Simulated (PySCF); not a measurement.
Record of a relaxation.

C4H4OS.
SMILES with atom numbers: `[OH:1][c:2]1[cH:3][cH:4][cH:5][s:6]1` (hydrogens: H7 on O1; H8 on C3; H9 on C4; H10 on C5)

Method: PBE0-D3(BJ)/def2-SVP geometry optimisation, gas phase (PySCF 2.14.0); density fitting, grid level 1; the optimiser is geomeTRIC in internal coordinates, started from a GFN2-xTB structure. The frame can shift and turn from step to step; on so coarse a grid that alone can change the energy by a few meV, and forces under 0.02 eV/Å are noise.

Step 0: E = -17076.1593 eV, largest atomic force 0.796 eV/Å
```
atom  x, y, z in Å  |  force x, y, z in eV/Å
O1      2.323    0.057   -0.370   -0.169  -0.048   0.015
C2      0.995    0.098   -0.137    0.612   0.507   0.051
C3      0.116   -0.924   -0.303   -0.022  -0.057  -0.018
C4     -1.209   -0.553    0.029    0.175  -0.113  -0.060
C5     -1.321    0.731    0.439    0.245   0.423   0.086
S6      0.204    1.541    0.434    0.061  -0.088  -0.034
H7      2.730    0.909   -0.177   -0.058  -0.050  -0.006
H8      0.408   -1.898   -0.648    0.229  -0.538  -0.202
H9     -2.043   -1.227   -0.038   -0.492  -0.344  -0.024
H10    -2.193    1.271    0.748   -0.580   0.309   0.191
```

Step 1: E = -17076.1879 eV, largest atomic force 0.104 eV/Å
```
atom  x, y, z in Å  |  force x, y, z in eV/Å
O1      2.417    0.058   -0.354    0.025   0.038   0.008
C2      1.098    0.124   -0.118   -0.064  -0.061  -0.004
C3      0.208   -0.903   -0.289    0.044  -0.040  -0.021
C4     -1.122   -0.519    0.048   -0.085  -0.060  -0.006
C5     -1.229    0.777    0.465   -0.033   0.025   0.016
S6      0.310    1.564    0.456    0.030   0.039   0.006
H7      2.837    0.903   -0.160    0.015   0.005  -0.002
H8      0.511   -1.889   -0.642   -0.011   0.033   0.011
H9     -1.979   -1.192   -0.018    0.034   0.031   0.002
H10    -2.117    1.324    0.780    0.044  -0.009  -0.010
```

Step 2: E = -17076.1880 eV, largest atomic force 0.074 eV/Å
```
atom  x, y, z in Å  |  force x, y, z in eV/Å
O1      2.418    0.061   -0.353    0.004  -0.028  -0.008
C2      1.098    0.120   -0.119   -0.036   0.012   0.009
C3      0.205   -0.905   -0.289    0.060  -0.038  -0.023
C4     -1.125   -0.520    0.048    0.041   0.048   0.009
C5     -1.226    0.777    0.465   -0.049   0.012   0.011
S6      0.314    1.563    0.456   -0.013  -0.010   0.002
H7      2.836    0.907   -0.159   -0.010  -0.005   0.000
H8      0.507   -1.890   -0.642    0.000  -0.004  -0.002
H9     -1.984   -1.190   -0.018    0.005   0.005   0.000
H10    -2.110    1.327    0.780   -0.001   0.006   0.002
```

Step 3: E = -17076.1881 eV, largest atomic force 0.074 eV/Å
```
atom  x, y, z in Å  |  force x, y, z in eV/Å
O1      2.417    0.059   -0.353    0.000  -0.015  -0.003
C2      1.096    0.118   -0.119    0.029   0.019  -0.001
C3      0.206   -0.908   -0.290   -0.011   0.070   0.022
C4     -1.123   -0.517    0.048   -0.014  -0.001   0.003
C5     -1.227    0.779    0.466    0.035  -0.041  -0.020
S6      0.314    1.562    0.456    0.012  -0.006  -0.001
H7      2.835    0.905   -0.160   -0.009  -0.005   0.000
H8      0.507   -1.893   -0.644   -0.002  -0.011  -0.004
H9     -1.982   -1.186   -0.018   -0.022  -0.016  -0.002
H10    -2.111    1.330    0.781   -0.017   0.005   0.005
```

Step 4: E = -17076.1883 eV, largest atomic force under 0.02 eV/Å
```
atom  x, y, z in Å  |  force x, y, z in eV/Å
O1      2.417    0.056   -0.353    0.004   0.009   0.004
C2      1.097    0.120   -0.118   -0.002  -0.013  -0.004
C3      0.206   -0.905   -0.290   -0.009  -0.001   0.001
C4     -1.124   -0.517    0.048   -0.001   0.001  -0.001
C5     -1.227    0.779    0.466   -0.004  -0.003   0.001
S6      0.314    1.563    0.457    0.004   0.001   0.000
H7      2.837    0.901   -0.161    0.005   0.001  -0.001
H8      0.507   -1.890   -0.643   -0.001   0.001  -0.001
H9     -1.983   -1.187   -0.018    0.001   0.003   0.000
H10    -2.111    1.329    0.781    0.003   0.001   0.001
```

**Question.** Summarise the path.

**Answer.** The energy falls by 0.0290 eV from step 0 to step 4; nine tenths of that is first reached at step 1. It falls at every step. The largest force goes from 0.796 to under 0.02 eV/Å. Among the bonds C5–H10 changes most, from 1.071 to 1.088 Å; the atoms move by 0.017 Å rms after alignment.

**Question.** Follow the three bonds and two angles with the largest change from start to end.

**Answer.** 
```tsv
step	E above end (eV)	largest force (eV/Å)	C5–H10 (Å)	C4–H9 (Å)	C3–H8 (Å)	C4–C3–H8 (°)	S6–C5–H10 (°)
0	0.0290	0.796	1.071	1.075	1.073	124.6	118.9
1	0.0004	0.104	1.089	1.092	1.090	125.5	119.9
2	0.0002	0.074	1.088	1.091	1.089	125.4	119.7
3	0.0001	0.074	1.088	1.090	1.089	125.6	119.8
4	0.0000	under 0.02	1.088	1.091	1.090	125.5	119.8
```

What follows is the cost of the whole optimisation. The run took 23 s on one thread, Arm Neoverse N1 (aarch64), shared host with 32 logical CPUs at a one-minute load of 24, and the process peaked at 0.49 GiB of memory.
